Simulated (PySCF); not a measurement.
# HF (hydrogen fluoride) at 3 levels

Aim: a comparison of 3 runs (B3LYP/6-31G*, PBE0/6-31G*, UCCSD(T)/6-31G*) of HF (hydrogen fluoride). Input form: a Python script.

Program for the calculation: PySCF 2.14.0.

## (1) The system as given

HF has 2 atoms, charge 0, and is taken as a singlet. As SMILES, `F`. The F1–H2 distance was set to 2.024 Å, away from the relaxed value.

## (2) The energy at B3LYP/6-31G(d) (spherical functions) (run 1)

run.py

```python
from pyscf import gto, dft

mol = gto.M(
    atom=[
    ('F', (-1.325988, 0.491635, -0.667754)),
    ('H', (0.390000, -0.144600, 0.196400)),
],
    basis='6-31g*',
    spin=0,
    charge=0,
    verbose=3,
    max_memory=1860,
)

mf = dft.RKS(mol, xc='b3lyp')
mf.conv_tol = 1e-10
mf.grids.level = 5
mf.kernel()
if not mf.converged:
    mf = mf.newton().run(mf.mo_coeff, mf.mo_occ)

e_tot = mf.e_tot
print('Final energy', e_tot)
```

The run is started by

```console
$ OMP_NUM_THREADS=1 python run.py
```

What it wrote:

```text
converged SCF energy = -100.218016749031
Final energy -100.21801674903097
```

It took 1.1 s on 1 thread of Arm Neoverse V2, shared host; peak memory 0.16 GiB.

## (3) A single-point energy at PBE0/6-31G(d) (spherical functions) (run 2)

job.py

```python
from pyscf import gto, dft

mol = gto.M(
    atom=[
    ('F', (-1.325988, 0.491635, -0.667754)),
    ('H', (0.390000, -0.144600, 0.196400)),
],
    charge=0,
    verbose=4,
    max_memory=1860,
    basis='6-31g*',
)

calc0 = dft.RKS(mol)
calc0.xc = 'pbe0'
calc0.conv_tol = 1e-10
calc0.grids.level = 5
calc0.kernel()
if not calc0.converged:
    calc0 = calc0.newton().run(calc0.mo_coeff, calc0.mo_occ)

etot = calc0.e_tot
print(f'total energy: {etot:.8f} hartree')
```

The run is started by

```console
$ OMP_NUM_THREADS=1 python job.py
```

What it wrote:

```text
PySCF version 2.14.0

[INPUT] num. atoms = 2
[INPUT] num. electrons = 10
[INPUT] charge = 0
[INPUT] spin (= nelec alpha-beta = 2S) = 0
[INPUT] symmetry False subgroup None
[INPUT] Mole.unit = angstrom
[INPUT] Symbol           X                Y                Z      unit          X                Y                Z       unit  Magmom
[INPUT]  1 F     -1.325988000000   0.491635000000  -0.667754000000 AA   -2.505754164460   0.929055503251  -1.261872178583 Bohr   0.0
[INPUT]  2 H      0.390000000000  -0.144600000000   0.196400000000 AA    0.736993188580  -0.273254397612   0.371142210865 Bohr   0.0

nuclear repulsion = 2.35317677820284
number of shells = 8
number of NR pGTOs = 31
number of NR cGTOs = 16
basis = 6-31g*
ecp = {}

[... 54 lines left out ...]
converged SCF energy = -100.113706039352
total energy: -100.11370604 hartree
```

Run time: 1 s. Hardware: 1 thread of Arm Neoverse V2, shared host; peak memory 0.15 GiB.

## (4) The energy at UCCSD(T)/6-31G(d) (spherical functions) (run 3)

run.py

```python
from pyscf import gto, cc

molecule = gto.Mole()
molecule.atom = '''
F     -2.505754     0.929056    -1.261872
H      0.736993    -0.273254     0.371142
'''
molecule.max_memory = 1860
molecule.basis = '6-31g*'
molecule.charge = 0
molecule.verbose = 3
molecule.unit = 'bohr'
molecule.build()

hf = molecule.UHF()
hf.conv_tol = 1e-10
hf.kernel()
if not hf.converged:
    hf = hf.newton().run(hf.mo_coeff, hf.mo_occ)
for _ in range(3):
    mo, _, stable, _ = hf.stability(return_status=True)
    if stable:
        break
    hf.kernel(hf.make_rdm1(mo, hf.mo_occ))

mycc = cc.CCSD(hf, frozen=1)
mycc.kernel()
e_t = mycc.ccsd_t()
etot = mycc.e_tot + e_t
print('Final energy', etot)
```

The run is started by

```console
$ OMP_NUM_THREADS=1 python run.py
```

What it wrote:

```text
converged SCF energy = -99.7413056691278  <S^2> = 6.3060668e-14  2S+1 = 1
<class 'pyscf.scf.uhf.UHF'> wavefunction has an internal instability
converged SCF energy = -99.8639957696831  <S^2> = 0.93902233  2S+1 = 2.180846
<class 'pyscf.scf.uhf.UHF'> wavefunction is stable in the internal stability analysis
E(UCCSD) = -100.005660042611  E_corr = -0.141664272927935
UCCSD(T) correction = -0.00432837695963004
Final energy -100.00998841957067
```

It took 0.7 s on 1 thread of Arm Neoverse V2, shared host; peak memory 0.12 GiB.

## (5) All runs side by side

```csv
run,level,integration grid,frozen core orbitals,energy (Eh),dipole moment (D) of the reference,HOMO energy (eV),LUMO energy (eV),wall time
1,B3LYP/6-31G* (spherical functions),5,–,-100.218017,2.63,-9.39,-6.04,1.1 s
2,PBE0/6-31G* (spherical functions),5,–,-100.113706,2.78,-9.70,-5.77,1 s
3,UCCSD(T)/6-31G* (spherical functions),–,1,-100.009988,0.20,-13.87,2.57,0.7 s
```

## (6) Results

| quantity | value |
| --- | --- |
| run 3: total energy | -100.00999 Eh |
| run 3: dipole moment (Hartree–Fock density) | 0.20 D |
| run 3: HOMO energy (Hartree–Fock orbitals) | -13.87 eV |
| run 3: LUMO energy (Hartree–Fock orbitals) | 2.57 eV |
| run 3: HOMO–LUMO gap (Hartree–Fock orbitals) | 16.43 eV |
| run 3: correlation energy (1 core orbital frozen) | -146.0 mEh |
| run 3: (T) correction | -4.33 mEh |
| run 3: ⟨S²⟩ of the reference determinant | 0.939 |
| run 3: T1 diagnostic | 0.048 |

**Reading.** Totals of different functionals can't be ranked against each other. In runs 1, 2 a closed-shell determinant meets a far-stretched bond, which it describes badly. Spin contamination of the reference: run 3 ⟨S²⟩ = 0.94. Where it is this large, the reference is a mixture of spin states, and values that rest on it are in doubt. All runs together took 2.8 s, the longest 1.1 s.
